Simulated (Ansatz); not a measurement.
The cluster MgAl2⁻. Total charge -1; doublet. Geometry PBE0-D4/def2-TZVPD.

```xyz
3

Al    0.9541    0.2766   -1.1143
Al   -1.1684   -0.8566   -0.3603
Mg    0.2144    0.5800    1.4746
```

LC-ωPBE has ω = 0.4 bohr⁻¹. At HF/def2-TZVPD, r2SCANh-D4/def2-TZVPD, LC-ωPBE/def2-TZVPD the charge -1 doublet is spin-contaminated (final ⟨S²⟩ up to 2.06, 0.75 for a pure state). At PBE-D4/def2-SVPD, r2SCANh-D4/def2-TZVPD the highest occupied level of the charge -1 doublet lies above zero (up to 0.56 eV). By energy differences its removal costs 1.29 eV (vertical, to the charge 0 triplet, at PBE0-D4/def2-TZVPD). The order of the spin states hangs on the level: the quartet lies 0.08 eV below the doublet at BHLYP-D4/def2-TZVPD, but 0.10 eV above it at r2SCANh-D4/def2-TZVPD. The doublet is doubtful at r2SCANh-D4/def2-TZVPD (⟨S²⟩ 1.09, where a pure state has 0.75). The structure comes from a short search, and lower isomers may exist.

**Question.** Estimate the α-spin orbital energies around the gap (eV) in Ansatz with HF/def2-TZVPD, PBE-D4/def2-SVPD, r2SCANh-D4/def2-TZVPD, BHLYP-D4/def2-TZVPD, LC-ωPBE/def2-TZVPD.

**Answer.** 
| orbital | HF/def2-TZVPD | PBE-D4/def2-SVPD | r2SCANh-D4/def2-TZVPD | BHLYP-D4/def2-TZVPD | LC-ωPBE/def2-TZVPD |
| --- | --- | --- | --- | --- | --- |
| HOMO−13 | -82.71 | -64.51 | -67.90 | -73.93 | -70.33 |
| HOMO−12 | -82.57 | -64.51 | -67.89 | -73.90 | -70.32 |
| HOMO−11 | -82.56 | -64.50 | -67.89 | -73.86 | -70.32 |
| HOMO−10 | -82.54 | -64.47 | -67.87 | -73.86 | -70.31 |
| HOMO−9 | -82.47 | -64.44 | -67.85 | -73.82 | -70.25 |
| HOMO−8 | -82.30 | -64.44 | -67.84 | -73.82 | -70.24 |
| HOMO−7 | -58.42 | -43.12 | -45.70 | -50.98 | -48.60 |
| HOMO−6 | -58.35 | -43.12 | -45.70 | -50.96 | -48.60 |
| HOMO−5 | -58.31 | -43.07 | -45.67 | -50.94 | -48.55 |
| HOMO−4 | -9.90 | -5.19 | -6.02 | -7.85 | -9.85 |
| HOMO−3 | -4.67 | -2.24 | -2.79 | -3.93 | -5.48 |
| HOMO−2 | -3.88 | -1.20 | -1.56 | -2.30 | -4.05 |
| HOMO−1 | -2.25 | 0.29 | -0.23 | -0.88 | -2.59 |
| HOMO | -1.51 | 0.49 | 0.11 | -0.44 | -1.81 |
| LUMO | 3.85 | 1.02 | 1.32 | 2.24 | 3.20 |
| LUMO+1 | 3.94 | 1.39 | 1.67 | 2.67 | 3.37 |
| LUMO+2 | 4.35 | 2.57 | 2.78 | 3.55 | 4.18 |
| LUMO+3 | 4.42 | 2.63 | 2.90 | 3.56 | 4.24 |
| LUMO+4 | 4.58 | 2.84 | 3.37 | 3.65 | 4.35 |
| LUMO+5 | 4.90 | 2.86 | 3.51 | 3.71 | 4.53 |
| β HOMO | -2.16 | 0.56 | 0.08 | -0.38 | -2.22 |
| β LUMO | 3.64 | 0.93 | 1.41 | 2.08 | 3.09 |
